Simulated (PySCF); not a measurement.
We consider diamond, described by Hartree–Fock (PySCF, GTH pseudopotentials, Gaussian basis).

Cell (relaxed at this level):

```cif
data_C8
_chemical_formula_sum 'C8'
_space_group_name_H-M_alt 'Fd-3m :1'
_space_group_IT_number 227
_space_group_name_Hall 'F 4d 2 3 -1d'
_cell_length_a 3.55024
_cell_length_b 3.55024
_cell_length_c 3.55024
_cell_angle_alpha 90.000
_cell_angle_beta 90.000
_cell_angle_gamma 90.000
loop_
_atom_site_label
_atom_site_type_symbol
_atom_site_symmetry_multiplicity
_atom_site_Wyckoff_symbol
_atom_site_fract_x
_atom_site_fract_y
_atom_site_fract_z
_atom_site_occupancy
C1 C 8 b 0.50000 0.50000 0.50000 1
```
(The calculation used a cell of 2 atoms; values per cell refer to that cell.)

Give the computed bulk modulus, cohesive energy and pressure derivative B′ of the bulk modulus.


- bulk modulus = 501 GPa ± 20
- cohesive energy = 5.36 eV/atom ± 0.1
- pressure derivative B′ of the bulk modulus = 3.5

Measured, for comparison: bulk modulus 455 GPa (0 K value with the zero-point phonon effect removed; as tabulated in Mejia-Rodriguez and Trickey (2018), arXiv:1807.09216); cohesive energy 7.55 eV/atom (static lattice: zero-point vibration energy added; as tabulated in Mejia-Rodriguez and Trickey (2018), arXiv:1807.09216). Computed (rounded) less measured: bulk modulus +10 %, cohesive energy -2.19 eV/atom.

A ± is a rough bar: the spread of an extrapolation, a floor set from checks against published values, or a statistical error.

Static lattice: no zero-point or thermal effects.

Computing time: about 10 core-hours (a rough figure).
